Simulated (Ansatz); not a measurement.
## Worked example: correlation energy of H2S, singlet

Geometry: MP2(full)/6-31G*, from the G2/97 set.

```tsv
atom	x (Å)	y (Å)	z (Å)
S	0.0000	0.0000	0.0544
H	0.0000	0.9743	-0.8648
H	0.0000	-0.9743	-0.8648
```

Basis cc-pV(Q+d)Z; Ansatz 0.2.0. Correlated methods freeze the noble-gas cores, which leaves 8 electrons in 119 orbitals. R marks a restricted (for open shells ROHF) determinant.

Full CI isn't at hand for all of this; RCCSDT(Q) serves as the reference, and is uncertain by about the last step of the cluster series.

Runs differ by some tens of microhartree through their thresholds, so steps under 0.03 kcal/mol mean nothing.

| level | total energy (hartree) |
| --- | --- |
| RHF | -398.719139 |
| RMP2 | -398.925766 |
| RCCSD | -398.947863 |
| RCCSD(T) | -398.957257 |
| RCCSDT | -398.957951 |
| RCCSDT(Q) | -398.958377 |

**Question.** What is the correlation energy at RCCSDT(Q), and what share of it do RMP2 and RCCSDT recover?

**Answer.** E(corr) = -398.958377 − (-398.719139) = -0.239238 hartree = -6.510 eV. RMP2: -0.206627 / -0.239238 = 86.37 %. RCCSDT: -0.238812 / -0.239238 = 99.82 %.

**Question.** By how many kcal/mol does RCCSD(T) miss RCCSDT(Q) (1 hartree = 627.509 kcal/mol), and which steps make up the rest?

**Answer.** -398.957257 − (-398.958377) = 0.001120 hartree = 0.70 kcal/mol. Steps: RCCSDT − RCCSD(T) = -0.44, RCCSDT(Q) − RCCSDT = -0.27 kcal/mol. That is within 1 kcal/mol of the reference in this basis, which itself misses far more of the correlation at the basis-set limit.
